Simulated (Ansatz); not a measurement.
# CHClO: geometry and frequencies at several levels

The task here is to estimate one member of a computed series from the others.

Computed with Ansatz 0.2.0 (the levels named in each step, unless a step's input says otherwise).

## The system as given

Bond lengths: C2–O3 1.125 Å, Cl1–H4 1.289 Å.

As a file:

```xyz
4

Cl   -0.2273    0.5373    1.6547
C     0.1090   -0.3787   -1.5786
O     0.4359   -0.9243   -2.5062
H    -0.2254    0.2872    0.3898
```

The first run:

Input file input.yaml:

```yaml
crystal:
  periodic: [false, false, false]
  atoms:
    - { symbol: Cl, position_ang: [-0.22725, 0.53725, 1.65471] }
    - { symbol: C, position_ang: [0.109, -0.37866, -1.57862] }
    - { symbol: O, position_ang: [0.43594, -0.92433, -2.50616] }
    - { symbol: H, position_ang: [-0.2254, 0.28721, 0.38979] }
basis:
  gaussian: { orbitals: def2-SVP }
hamiltonian:
  xc: pbe
  dispersion: d4
relax:
  f_tol: 0.03
  max_steps: 200
```

Command:

```
ansatz run input.yaml --threads 2 --pin off --max-ram 5120MiB --backend cpu --events-out ev --progress --plain --runs-dir out
```

Steps of the session up to this table: A rough first relaxation, PBE-D4/def2-SVP; Relaxation, PBE0-D4/def2-TZVPP; Frequencies, PBE0-D4/def2-TZVPP; Relaxation, PBE-D4/def2-TZVPP; Frequencies, PBE-D4/def2-TZVPP; Relaxation, r2SCAN-D4/def2-TZVPP; Frequencies, r2SCAN-D4/def2-TZVPP; Relaxation, B3LYP-D4/def2-TZVPP; Frequencies, B3LYP-D4/def2-TZVPP; Relaxation, B2PLYP/def2-TZVPP; Frequencies, B2PLYP/def2-TZVPP.

One table of the session follows, with a row left open; its other results are not shown here.

| level | C2–O3 (Å) | rotational constants (MHz) | dipole (D) | highest frequency (cm⁻¹) |
| --- | --- | --- | --- | --- |
| PBE0-D4/def2-TZVPP | 1.1211 | 1793.3 | 1.94 | 2897 |
| PBE-D4/def2-TZVPP | ? | ? | ? | ? |
| r2SCAN-D4/def2-TZVPP | 1.1253 | 1761.5 | 2.00 | 2876 |
| B3LYP-D4/def2-TZVPP | 1.1228 | 1752.9 | 1.86 | 2871 |
| B2PLYP/def2-TZVPP | 1.1283 | 1713.6 | 1.86 | 2936 |

Q: Estimate the row for PBE-D4/def2-TZVPP from the others.

**Answer.** C2–O3 (Å): 1.1340; rotational constants (MHz): 1832.6; dipole (D): 2.11; highest frequency (cm⁻¹): 2760. In the column «C2–O3 (Å)» it is the highest.
